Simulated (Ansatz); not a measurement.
**CH₂Cl₂ (built from SMILES Cl[C]Cl.[H][H]): one structure at several levels**

One table from this session's results is given with a row withheld; the runs are named, their logs left out.

Program: Ansatz 0.2.0, Gaussian basis. Level of theory: single points in def2-TZVPP. These are calculated values, not measurements.

Cores are frozen in the correlated methods.

## Starting geometry

5 atoms, charge 0, spin multiplicity 1.

Atoms are counted from 1 here; the program's logs count them from 0.

Bond lengths: C1–Cl2 1.677 Å, C1–Cl3 1.702 Å, C1–H4 1.216 Å. Angles: Cl2–C1–Cl3 122.4°, Cl2–C1–H4 116.6°, Cl3–C1–H4 119.6°.

Geometry (Å):

```
C     0.1027   -0.1876    0.1456
Cl   -0.1620    0.2297    1.7485
Cl   -0.7870   -1.4090   -0.6376
H     0.7740    0.5832   -0.5134
H    -0.1471    0.9586   -0.6324
```

The first run:

run/in.yaml reads:

```yaml
crystal:
  periodic: [false, false, false]
  atoms:
    - {symbol: C, position_ang: [0.102700, -0.187600, 0.145600]}
    - {symbol: Cl, position_ang: [-0.162000, 0.229700, 1.748500]}
    - {symbol: Cl, position_ang: [-0.787000, -1.409000, -0.637600]}
    - {symbol: H, position_ang: [0.774000, 0.583200, -0.513400]}
    - {symbol: H, position_ang: [-0.147100, 0.958600, -0.632400]}
basis:
  gaussian: {orbitals: def2-TZVPP}
correlation: {method: ccsd_t}
output: {forces: true}
```

The command line of these runs was not kept.

Among the steps run: CCSD(T)/def2-TZVPP; PBE0-D4/def2-TZVPP; wB97M-V/def2-TZVPP; r2SCAN-D4/def2-TZVPP; PBE-D4/def2-TZVPP; HSE06-D4/def2-TZVPP; BHLYP-D4/def2-TZVPP.

One of the session's tables, all rows but one given; the rest of the session is left out.

```
   method  RMS force component (eV/Å)  angle to CCSD(T) forces (°)  dipole (D)
  CCSD(T)                       2.065                    reference        1.51
  PBE0-D4                       1.924                          4.4        1.62
  wB97M-V                           ?                            ?           ?
r2SCAN-D4                       1.883                          1.7        1.55
   PBE-D4                       1.845                          3.0        1.46
 HSE06-D4                       1.921                          4.2        1.61
 BHLYP-D4                       2.035                          6.0        1.70
```

Q: Estimate the row for wB97M-V from the others.

As computed: RMS force component (eV/Å): 2.007; angle to CCSD(T) forces (°): 4.1; dipole (D): 1.64. In the column «RMS force component (eV/Å)» it lies between PBE0-D4 (1.924) and BHLYP-D4 (2.035).
